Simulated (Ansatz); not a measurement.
A calculation with Ansatz (development build ahead of 0.2.0).

```yaml
crystal:
  periodic: [false, false, false]
  atoms:
    - { symbol: B, position_ang: [0.04707, -0.03364, -0.99016] }
    - { symbol: F, position_ang: [-0.00869, 0.0188, 0.59757] }
basis:
  gaussian: { orbitals: def2-SVP }
hamiltonian:
  xc: hf
```

The input is written out in the form of the current development build from the run's settings.

Results

- Converged: yes
- Total energy: -123.94253 hartree
- Spin squared of the determinant: 0.000

Caution: stretched shape with no unrestricted run beside it, a lower state can exist.
